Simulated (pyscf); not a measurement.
Concerted two-bond exchange: HO–SiH₂–F → HO–SiH₂–F

Gas phase, singlet surface, charge 0. Bonds broken: O1–H4, Si2–H5. Bonds formed: O1–H5, Si2–H4. PySCF, gas phase, ωB97X-D3(BJ)/def2-SVP geometries. Correlated levels are frozen-core, on RHF or UHF. ΔMP2 is the change of the MP2 total energy from the triple- to the quadruple-zeta basis.

Transition state (Å):

```xyz
6

O     -2.0902     0.2609     0.9063
Si    -1.0033     0.0723    -0.2170
F     -0.6737    -1.3199    -0.9372
H     -2.7020     0.4130    -0.5793
H     -0.6555    -0.1757     1.5002
H     -0.1113     1.0955    -0.8044
```

One imaginary mode, 1934i cm⁻¹; descent along it reached the two sides named.

| bond | change | reactant side (Å) | saddle | product side |
|---|---|---|---|---|
| O1–H4 | breaks | 0.962 | 1.614 | 2.511 |
| Si2–H5 | breaks | 1.477 | 1.770 | 2.270 |
| O1–H5 | forms | 2.512 | 1.613 | 0.962 |
| Si2–H4 | forms | 2.270 | 1.770 | 1.477 |

Electronic energies relative to the reactant's lowest minimum found (kcal/mol):

```
level                             barrier  reaction energy  reverse barrier
--------------------------------  -------  ---------------  ---------------
ωB97X-D3(BJ)/def2-TZVP              140.3              0.0            140.3
PBE/def2-TZVP                       119.7              0.0            119.7
r²SCAN/def2-TZVP                    128.0              0.0            128.0
B3LYP-D3(BJ)/def2-TZVP              131.2              0.0            131.2
PBE0-D3(BJ)/def2-TZVP               133.3              0.0            133.3
M06-2X/def2-TZVP                    140.8              0.0            140.8
ωB97M-D3(BJ)/def2-TZVP              136.3              0.0            136.3
HF/def2-TZVP                        163.6              0.0            163.6
MP2/def2-QZVPP                      146.0              0.0            146.0
CCSD/def2-TZVPP                     142.1              0.0            142.1
CCSD(T)/def2-TZVPP                  135.3              0.0            135.3
CCSD(T)/def2-TZVPP + ΔMP2(QZVPP)    135.7              0.0            135.7
```

With CCSD(T)/def2-TZVPP + ΔMP2(QZVPP) energies and thermal terms (ideal gas, 1 atm, RRHO with modes under 100 cm⁻¹ raised to 100, one conformer, R ln 2 for rigid chiral ones), in kcal/mol:

```tsv
T (K)	ΔH‡	ΔG‡	ΔH	ΔG
298	129.8	130.5	0.0	0.0
600	129.6	131.3	0.0	0.0
900	129.6	132.1	0.0	0.0
1200	129.6	132.9	0.0	0.0
```

The same reactants have a lower exit, to O=SiH–F + H₂ (barrier +66.0 kcal/mol at ωB97M-D3(BJ), against +136.3 kcal/mol here). This is the saddle that the search found; another between the same sides may lie lower. One closed-shell reference is unstable to symmetry breaking; treat the single-reference values with care. The CCSD(T) − MP2 part came from Ansatz, without density fitting, on the same reference.
